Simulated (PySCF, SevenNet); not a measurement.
How well does each level of theory give the bulk modulus B0 of rock-salt LiCl?

Reference value: 38.7 GPa (measured, 0 K value with the zero-point phonon effect removed, sources range from 37.3 to 38.7; as tabulated in Mejia-Rodriguez and Trickey (2018), arXiv:1807.09216).

**Question.** Which of these levels comes closest to the reference?
A. Hartree–Fock (PySCF)
B. PBE (PySCF)
C. SevenNet-l3i5 (SevenNet)
D. MP2 (PySCF)

**Answer.** D, MP2 (PySCF)

```
level (code)              value (GPa)  cell (Å³/atom)  error (%)
------------------------  -----------  --------------  ---------
SevenNet-l3i5 (SevenNet)         31.3           17.16      -19.1
PBE (PySCF)                31.7 ± 1.0           17.14      -18.1
Hartree–Fock (PySCF)       30.2 ± 1.0           18.07        -22
MP2 (PySCF)                  40.1 ± 1           15.74       +3.6
```

Closest of these to the reference: MP2 (+3.6 %). Hartree–Fock (-22 %) lies farthest from it. Of these only MP2 lands within 10 %.

A ± on a computed value is a rough bar: the spread of its extrapolation, a floor set from checks against published values, or a statistical error. Each level is taken at its own relaxed cell.

Machine-learned potentials (SevenNet-l3i5) are trained on DFT data, which may include these solids.

Differences are worked out from the printed values.
